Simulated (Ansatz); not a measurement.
**Si2H2 (singlet): wave-function methods side by side, cc-pVDZ**

One table from this session's results is given with a row withheld; the runs are named, their logs left out.

The runs use Ansatz 0.2.0, Gaussian basis; cc-pVDZ, core rule «outside noble gas», up to 10 orbitals frozen.

Plan: UHF; CCSD(T) on RHF; CCSD(T) on UHF; BCCD(T) on RHF; CISD; CCSDT(Q) on RHF; CCSDT(Q) on UHF; CCSDTQ on RHF; CASSCF and MRCISD+Q, 10 electrons in 10 orbitals; CASSCF and MRCISD+Q(relaxed), 10 electrons in 10 orbitals; CASSCF and NEVPT2, 10 electrons in 10 orbitals.

4 further runs of the same task are left out: 4 set aside as unsound or not needed.

## The system

The geometry is a PBE0/def2-TZVP stationary point (not a proven minimum).

4 atoms, charge 0, spin multiplicity 1.

Atoms are counted from 1 here; the program's logs count them from 0.

Bond lengths: Si1–Si2 2.101 Å, Si1–H3 1.493 Å, Si1–H4 1.638 Å, Si2–H4 1.718 Å. Angles: Si2–Si1–H3 160.7°, Si2–Si1–H4 53.0°, H3–Si1–H4 107.8°, Si1–Si2–H4 49.5°, Si1–H4–Si2 77.5°.

The first run:

File in.yaml:

```yaml
crystal:
  periodic: [false, false, false]
  atoms:
    - {symbol: Si, position_ang: [0.000000, 0.064094, 1.005387]}
    - {symbol: Si, position_ang: [0.000000, -0.004642, -1.094839]}
    - {symbol: H, position_ang: [0.000000, -0.381837, 2.430212]}
    - {symbol: H, position_ang: [0.000000, -1.274751, 0.062301]}
basis:
  gaussian: {orbitals: cc-pVDZ}
magnetization: {spin_polarized: true, initial_magnetization: 0}
hamiltonian: {xc: hf}
output: {orbitals: {seedname: orbitals}}
```

Started as:

```bash
> ansatz run in.yaml --threads 1 --pin off --events-out ev --progress --plain --max-ram 4096MiB --backend cpu
```

Steps of the session up to this table: UHF; CCSD(T) on RHF; CCSD(T) on UHF; BCCD(T) on RHF; CISD; CCSDT(Q) on RHF; CCSDT(Q) on UHF; CCSDTQ on RHF; CASSCF and MRCISD+Q, 10 electrons in 10 orbitals; CASSCF and MRCISD+Q(relaxed), 10 electrons in 10 orbitals; CASSCF and NEVPT2, 10 electrons in 10 orbitals.

One table of the session follows, with a row left open; its other results are not shown here.

| method | from RCCSDTQ (kJ/mol) |
| --- | --- |
| RHF | +622.5 |
| UHF | +617.2 |
| RMP2 | +121.6 |
| CISD | +92.1 |
| RCCSD | +36.3 |
| RCCSD(T) | +6.0 |
| BCCD(T) | +5.9 |
| RCCSDT | +2.6 |
| RCCSDT(Q) | 0.0 |
| RCCSDTQ | 0 |
| CASSCF valence | +360.7 |
| NEVPT2 valence | ? |
| MRCISD valence | +27.7 |
| MRCISD+Q valence | +0.7 |
| MRCISD+Q(relaxed) valence | -2.3 |

**Question.** Estimate the row for NEVPT2 valence.

**Answer.** from RCCSDTQ (kJ/mol): +90.3. In the column «from RCCSDTQ (kJ/mol)» it lies between RCCSD (+36.3) and CISD (+92.1).
